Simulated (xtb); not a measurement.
xtb single point, GFN2-xTB, ALPB implicit dichloromethane, on allene, C3H4 (SMILES C=C=C), charge 0, multiplicity 1.

```
xtb m.xyz --gfn 2 --chrg 0 --uhf 0 --norestart --sp --alpb ch2cl2

7

C     -1.292741    -0.000544     0.001820
C      0.000869     0.003233     0.001823
C      1.294418     0.002263     0.002003
H     -1.858254    -0.702229    -0.590026
H     -1.861934     0.702229     0.588817
H      1.861481    -0.590126     0.701815
H      1.861934     0.589421    -0.701815
```

It prints:

```

          ...................................................
          :                      SETUP                      :
          :.................................................:
          :  # basis functions                  16          :
          :  # atomic orbitals                  16          :
          :  # shells                           10          :
          :  # electrons                        16          :
          :  max. iterations                   250          :
          :  Hamiltonian                  GFN2-xTB          :
          :  restarted?                      false          :
          :  GBSA solvation                   true          :
          :  PC potential                    false          :
          :  electronic temp.          300.0000000     K    :
          :  accuracy                    1.0000000          :
          :  -> integral cutoff          0.2500000E+02      :
          :  -> integral neglect         0.1000000E-07      :
          :  -> SCF convergence          0.1000000E-05 Eh   :
          :  -> wf. convergence          0.1000000E-03 e    :
          :  Broyden damping             0.4000000          :
          :  net charge                          0          :
          :  unpaired electrons                  0          :
          ...................................................

 iter      E             dE          RMSdq      gap      omega  full diag
   1     -8.5602269 -0.856023E+01  0.626E+00    5.82       0.0  T
   2     -8.5695893 -0.936236E-02  0.368E+00    5.63       1.0  T
   3     -8.5551287  0.144606E-01  0.238E+00    5.79       1.0  T
   4     -8.5763781 -0.212494E-01  0.237E-01    5.61       1.0  T
   5     -8.5764825 -0.104401E-03  0.439E-02    5.62       1.0  T
   6     -8.5764790  0.356553E-05  0.328E-02    5.62       1.2  T
   7     -8.5764837 -0.469734E-05  0.177E-03    5.62      21.3  T
   8     -8.5764837 -0.166772E-07  0.279E-04    5.62     135.6  T
   9     -8.5764837 -0.969198E-10  0.949E-05    5.62     398.1  T

   *** convergence criteria satisfied after 9 iterations ***

         #    Occupation            Energy/Eh            Energy/eV
      -------------------------------------------------------------
         1        2.0000           -0.6162297             -16.7685
         2        2.0000           -0.5889016             -16.0248
         3        2.0000           -0.5232117             -14.2373
         4        2.0000           -0.4889152             -13.3041
         5        2.0000           -0.4888955             -13.3035
         6        2.0000           -0.4705615             -12.8046
         7        2.0000           -0.3946279             -10.7384
         8        2.0000           -0.3945723             -10.7369 (HOMO)
         9                         -0.1880041              -5.1159 (LUMO)
        10                         -0.1879209              -5.1136
        11                          0.1232232               3.3531
        12                          0.1890090               5.1432
        13                          0.3279504               8.9240
       ...                                ...                  ...
        16                          1.0916118              29.7043
      -------------------------------------------------------------
                  HL-Gap            0.2065681 Eh            5.6210 eV
             Fermi-level           -0.2912882 Eh           -7.9264 eV


         :::::::::::::::::::::::::::::::::::::::::::::::::::::
         ::                     SUMMARY                     ::
         :::::::::::::::::::::::::::::::::::::::::::::::::::::
         :: total energy              -8.378615596035 Eh    ::
         :: total w/o Gsasa/hb        -8.375162600930 Eh    ::
         :: gradient norm              0.001347025282 Eh/a0 ::
         :: HOMO-LUMO gap              5.621004618555 eV    ::
         ::.................................................::
         :: SCC energy                -8.576483551450 Eh    ::
         :: -> isotropic ES            0.002270633235 Eh    ::
         :: -> anisotropic ES          0.000953755481 Eh    ::
         :: -> anisotropic XC          0.010695909165 Eh    ::
         :: -> dispersion             -0.002293205209 Eh    ::
         :: -> Gsolv                  -0.003589551699 Eh    ::
         ::    -> Gelec               -0.000136556595 Eh    ::
         ::    -> Gsasa               -0.007601692466 Eh    ::
         ::    -> Ghb                  0.000000000000 Eh    ::
         ::    -> Gshift               0.004148697361 Eh    ::
         :: repulsion energy           0.197867955415 Eh    ::
         :: add. restraining           0.000000000000 Eh    ::
         :: total charge               0.000000000000 e     ::
         :::::::::::::::::::::::::::::::::::::::::::::::::::::

           -------------------------------------------------
          |                Property Printout                |
           -------------------------------------------------

    * Orbital Energies and Occupations

         #    Occupation            Energy/Eh            Energy/eV
      -------------------------------------------------------------
         1        2.0000           -0.6162297             -16.7685
         2        2.0000           -0.5889016             -16.0248
         3        2.0000           -0.5232117             -14.2373
         4        2.0000           -0.4889152             -13.3041
         5        2.0000           -0.4888955             -13.3035
         6        2.0000           -0.4705615             -12.8046
         7        2.0000           -0.3946279             -10.7384
         8        2.0000           -0.3945723             -10.7369 (HOMO)
         9                         -0.1880041              -5.1159 (LUMO)
        10                         -0.1879209              -5.1136
        11                          0.1232232               3.3531
        12                          0.1890090               5.1432
        13                          0.3279504               8.9240
        14                          0.3281587               8.9297
        15                          0.4075017              11.0887
        16                          1.0916118              29.7043
      -------------------------------------------------------------
                  HL-Gap            0.2065681 Eh            5.6210 eV
             Fermi-level           -0.2912882 Eh           -7.9264 eV

     #   Z          covCN         q      C6AA      α(0)
     1   6 C        2.833    -0.106    30.666     9.075
     2   6 C        1.962    -0.005    31.217     9.023
     3   6 C        2.833    -0.106    30.666     9.075
     4   1 H        0.926     0.054     2.265     2.354
     5   1 H        0.926     0.054     2.267     2.354
     6   1 H        0.926     0.054     2.266     2.354
     7   1 H        0.926     0.054     2.266     2.354

 Mol. C6AA /au·bohr⁶  :        514.322027
 Mol. C8AA /au·bohr⁸  :      12215.472955
 Mol. α(0) /au        :         36.588245

Wiberg/Mayer (AO) data.
largest (>0.10) Wiberg bond orders for each atom

 ---------------------------------------------------------------------------
     #   Z sym  total        # sym  WBO       # sym  WBO       # sym  WBO
 ---------------------------------------------------------------------------
     1   6 C    3.985 --     2 C    1.977     5 H    0.946     4 H    0.946
     2   6 C    3.978 --     3 C    1.977     1 C    1.977
     3   6 C    3.985 --     2 C    1.977     7 H    0.946     6 H    0.946
     4   1 H    0.997 --     1 C    0.946
     5   1 H    0.997 --     1 C    0.946
     6   1 H    0.997 --     3 C    0.946
     7   1 H    0.997 --     3 C    0.946
 ---------------------------------------------------------------------------


molecular dipole:
                 x           y           z       tot (Debye)
 q only:        0.000      -0.001      -0.001
   full:        0.000      -0.001      -0.002       0.006
molecular quadrupole (traceless):
                xx          xy          yy          xz          yz          zz
 q only:        1.096      -0.002      -0.548       0.001      -0.000      -0.548
  q+dip:        3.656      -0.008      -1.827       0.001      -0.000      -1.829
   full:        1.960      -0.009      -0.979       0.001      -0.000      -0.981

           -------------------------------------------------
          | TOTAL ENERGY               -8.378615596035 Eh   |
          | GRADIENT NORM               0.001347025282 Eh/α |
          | HOMO-LUMO GAP               5.621004618555 eV   |
           -------------------------------------------------
```

The total energy is -227.99 eV, -0.10 eV from the same level's vacuum run.
